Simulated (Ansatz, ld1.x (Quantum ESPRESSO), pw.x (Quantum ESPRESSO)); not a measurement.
## pw.x on bcc Al: one setting changed

Potential: norm-conserving Troullier–Martins (Kleinman–Bylander form), ld1.x (Quantum ESPRESSO) 7.5, LDA (PW92); core [Ne], reference 3s2 3p1; waves: 3p (bound): rc 2.70 bohr; 3d channel at 0.2 Ry: rc 2.80 bohr; 3s (bound): rc 1.70 bohr; local part: the s channel; core correction: none.

The reference run (k-mesh 14³, cutoffs 40/160 Ry, Fermi–Dirac 0.01 Ry, mixing_beta 0.4, conv_thr 1e-9, no spin) gives -0.97 GPa at 16.222 Å³/atom, where all-electron LAPW gives 0.10 GPa. This run, with its own iteration cap, changes nosym to true.

```
&control
  calculation='scf', prefix='x', pseudo_dir='./', outdir='./tmp', tstress=.true., disk_io='none'
/
&system
  ibrav=0, nat=1, ntyp=1, ecutwfc=40, ecutrho=160, nbnd=8,
  occupations='smearing', smearing='fd', degauss=0.01, nosym=.true.
/
&electrons
  conv_thr=1e-09, mixing_beta=0.4, electron_maxstep=50
/
ATOMIC_SPECIES
Al 1.0 Al.UPF
CELL_PARAMETERS angstrom
  -1.59470909 1.59470909 1.59470909
  1.59470909 -1.59470909 1.59470909
  1.59470909 1.59470909 -1.59470909
ATOMIC_POSITIONS crystal
Al 0.0000 0.0000 0.0000
K_POINTS automatic
14 14 14 0 0 0
```

```bash
pw.x < Al.scf.in > Al.scf.out
```

Problem. How does the run end?

Solution. It converges in 5 iterations; the free energy moves by +0.0 meV/atom and the pressure by +0.00 GPa. The result is that of the reference run.

```
lattice parameter (alat)  =       5.2196  a.u.
     unit-cell volume          =     109.4715 (a.u.)^3
     number of electrons       =         3.00
     number of Kohn-Sham states=            8
     kinetic-energy cutoff     =      40.0000  Ry
     charge density cutoff     =     160.0000  Ry
     scf convergence threshold =      1.0E-09
     Exchange-correlation= PW
     number of k points=  1376  Fermi-Dirac smearing, width (Ry)=  0.0100
     iteration #  1     ecut=    40.00 Ry     beta= 0.40
     total energy              =      -4.19554828 Ry
     estimated scf accuracy    <       0.00531483 Ry
     iteration #  2     ecut=    40.00 Ry     beta= 0.40
     total energy              =      -4.19521605 Ry
     estimated scf accuracy    <       0.00176032 Ry
     iteration #  3     ecut=    40.00 Ry     beta= 0.40
     total energy              =      -4.19524038 Ry
     estimated scf accuracy    <       0.00000128 Ry
     iteration #  4     ecut=    40.00 Ry     beta= 0.40
     total energy              =      -4.19524056 Ry
     estimated scf accuracy    <       0.00000021 Ry
     iteration #  5     ecut=    40.00 Ry     beta= 0.40
     the Fermi energy is     7.8736 ev
!    total energy              =      -4.19524057 Ry
     estimated scf accuracy    <          5.9E-11 Ry
     smearing contrib. (-TS)   =      -0.00171336 Ry
     The total energy is F=E-TS. E is the sum of the following terms:
     one-electron contribution =       2.84536951 Ry
     hartree contribution      =       0.00499188 Ry
     xc contribution           =      -1.60960752 Ry
     ewald contribution        =      -5.43428107 Ry
     convergence has been achieved in   5 iterations
          total   stress  (Ry/bohr**3)                   (kbar)     P=       -9.65
     Message from routine punch:
     Nothing written, as per user request (disk_io='none')
```

The run took about 49 s on one core of a shared host (Intel(R) Xeon(R) Platinum 8375C CPU @ 2.90GHz, 96 threads, 744 GiB, load 40).
